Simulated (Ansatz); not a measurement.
## Ansatz (development build ahead of 0.2.0) run

```yaml
crystal:
  periodic: [false, false, false]
  atoms:
    - { symbol: C, position_ang: [1.40911, -0.04999, 0.0] }
    - { symbol: C, position_ang: [0.66126, 1.24532, 0.0] }
    - { symbol: C, position_ang: [-0.66126, 1.24532, 0.0] }
    - { symbol: C, position_ang: [-1.40911, -0.04999, 0.0] }
    - { symbol: C, position_ang: [-0.74785, -1.19533, 0.0] }
    - { symbol: C, position_ang: [0.74785, -1.19533, 0.0] }
    - { symbol: H, position_ang: [2.49411, -0.04999, 0.0] }
    - { symbol: H, position_ang: [1.20376, 2.18496, 0.0] }
    - { symbol: H, position_ang: [-1.20376, 2.18496, 0.0] }
    - { symbol: H, position_ang: [-2.49411, -0.04999, 0.0] }
    - { symbol: H, position_ang: [-1.29035, -2.13497, 0.0] }
    - { symbol: H, position_ang: [1.29035, -2.13497, 0.0] }
basis:
  gaussian: { orbitals: def2-TZVP }
hamiltonian:
  xc: hf
```

The input is written out in the form of the current development build from the run's settings.

The run gave:

* Converged: yes
* Total energy: -230.76492 hartree
* Spin squared of the determinant: 0.000
* Stability test: minimum among restricted orbitals
